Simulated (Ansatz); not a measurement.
# NH3 with N2: superposition error and deformation

One table from this session's results is given with a row withheld; the runs are named, their logs left out.

The runs use Ansatz 0.2.0, Gaussian basis; PBE0-D4 structures, single points in def2-TZVPPD.

Levels: PBE-D4, revPBE-D4, BLYP-D4, r2SCAN-D4, B97M-V, PBE0-D4, B3LYP-D4, HSE06-D4, wB97X-V, wB97M-V, B2PLYP, Hartree-Fock, MP2, CCSD, CCSD(T).

Correlated methods freeze the cores. B3LYP uses VWN-RPA correlation. B2PLYP carries no dispersion term here.

129 further runs of the same task are left out: 129 set aside as unsound or not needed.

### The system as given

The relaxed pair: 6 atoms, charge 0, spin multiplicity 1.

Atoms are counted from 1 here; the program's logs count them from 0.

Bond lengths: N1–H2 1.013 Å, N1–H3 1.013 Å, N1–H4 1.013 Å, N5–N6 1.089 Å. Angles: H2–N1–H3 107.1°, H2–N1–H4 107.1°, H3–N1–H4 107.1°.

As a file:

```xyz
6

N     0.0863    0.2534   -1.0435
H    -0.1719   -0.6608   -0.6925
H    -0.6798    0.5777   -1.6209
H     0.8840    0.1238   -1.6535
N    -0.1838   -0.5715    2.1876
N     0.0652    0.2774    2.8230
```

Atoms 1 to 4 are fragment A (NH3), the rest fragment B (N2). From earlier runs, pair energy (eV) and counterpoise interaction (kJ/mol):

| method | E(pair) | interaction |
| --- | --- | --- |
| PBE-D4 | -4516.19417 | -3.62 |
| revPBE-D4 | -4520.42071 | -2.49 |
| BLYP-D4 | -4520.56048 | -2.21 |
| r2SCAN-D4 | -4518.82134 | -2.69 |
| B97M-V | -4520.59611 | -2.98 |
| PBE0-D4 | -4516.16358 | -3.10 |
| B3LYP-D4 | -4521.61817 | -2.57 |
| HSE06-D4 | -4515.93425 | -3.13 |
| wB97X-V | -4519.96343 | -2.86 |
| wB97M-V | -4519.99400 | -2.58 |
| B2PLYP | -4518.25971 | -1.37 |
| Hartree-Fock | -4495.63841 | 0.66 |
| MP2 | -4512.22037 | -2.81 |
| CCSD(T) | -4513.23867 | -2.53 |

First each fragment is run alone in its own basis, frozen in the shape it has in the pair (a, b).

The first run:

a/in.yaml

```yaml
crystal:
  periodic: [false, false, false]
  atoms:
    - {symbol: N, position_ang: [0.086296, 0.253411, -1.043537]}
    - {symbol: H, position_ang: [-0.171905, -0.660766, -0.692500]}
    - {symbol: H, position_ang: [-0.679785, 0.577669, -1.620922]}
    - {symbol: H, position_ang: [0.884044, 0.123789, -1.653538]}
basis:
  gaussian: {orbitals: "def2-TZVPPD.json"}
hamiltonian: {xc: pbe, dispersion: d4}
```

b/in.yaml

```yaml
crystal:
  periodic: [false, false, false]
  atoms:
    - {symbol: N, position_ang: [-0.183844, -0.571480, 2.187563]}
    - {symbol: N, position_ang: [0.065193, 0.277376, 2.823036]}
basis:
  gaussian: {orbitals: "def2-TZVPPD.json"}
hamiltonian: {xc: pbe, dispersion: d4}
```

The basis file named in the input lies beside it (Basis Set Exchange, JSON).

The same command starts each run, in its folder.

Launch:

```console
$ ansatz run in.yaml --threads 2 --pin off --events-out ev --progress --plain --max-ram 5222MiB
```

Among the steps run: PBE-D4/def2-TZVPPD; r2SCAN-D4/def2-TZVPPD; PBE0-D4/def2-TZVPPD; B3LYP-D4/def2-TZVPPD; wB97X-V/def2-TZVPPD; wB97M-V/def2-TZVPPD; B2PLYP/def2-TZVPPD; BLYP-D4/def2-TZVPPD; revPBE-D4/def2-TZVPPD; B97M-V/def2-TZVPPD; HSE06-D4/def2-TZVPPD; CCSD(T)/def2-TZVPPD; Relaxing NH3 alone; Relaxing N2 alone.

One table of the session follows, with a row left open; its other results are not shown here.

```
      method  interaction with counterpoise (kJ/mol)
      PBE-D4                                   -3.62
   revPBE-D4                                   -2.49
     BLYP-D4                                   -2.21
   r2SCAN-D4                                   -2.69
      B97M-V                                   -2.98
     PBE0-D4                                   -3.10
    B3LYP-D4                                   -2.57
    HSE06-D4                                   -3.13
     wB97X-V                                   -2.86
     wB97M-V                                   -2.58
      B2PLYP                                   -1.37
Hartree-Fock                                    0.66
         MP2                                   -2.81
        CCSD                                       ?
     CCSD(T)                                   -2.53
```

Q: Estimate the row for CCSD from the others.

The run gave: interaction with counterpoise (kJ/mol): -2.04. In the column «interaction with counterpoise (kJ/mol)» it lies between BLYP-D4 (-2.21) and B2PLYP (-1.37).
